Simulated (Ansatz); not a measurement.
C4H8N2, SMILES `C/N=C\C=N\C` at its PBE0-D4/def2-TZVP geometry, where that method's forces vanish. The species carries charge 0 and has multiplicity 1.

```xyz
14

C    -1.3590   -0.8707    2.1317
N    -1.0683   -1.1059    0.7463
C    -0.2803   -0.3114    0.1559
C     0.0224   -0.5455   -1.2636
N     0.7699    0.1134   -2.0447
C     1.4882    1.2826   -1.6164
H    -1.0827   -1.7578    2.7088
H    -2.4390   -0.7469    2.2524
H    -0.8469    0.0063    2.5524
H     0.1754    0.5384    0.6779
H    -0.4877   -1.4211   -1.6701
H     1.3565    1.5872   -0.5728
H     2.5538    1.1143   -1.7970
H     1.1977    2.1172   -2.2608
```

What forces (eV/Å) does r2SCAN-D4/def2-TZVPP give on these atoms in Ansatz? (Estimate.)

Ansatz gave: 
```
C1  -0.031  0.031  0.161
N2  -0.260 -0.320  0.072
C3   0.245  0.218 -0.248
C4  -0.230 -0.173  0.296
N5   0.179  0.075 -0.364
C6   0.082  0.143  0.073
H7  -0.017  0.005 -0.004
H8   0.010 -0.015  0.005
H9   0.002  0.009  0.013
H10  0.020  0.034  0.016
H11 -0.008 -0.016 -0.008
H12  0.009  0.011 -0.003
H13 -0.016  0.010 -0.010
H14  0.016 -0.013  0.000
```
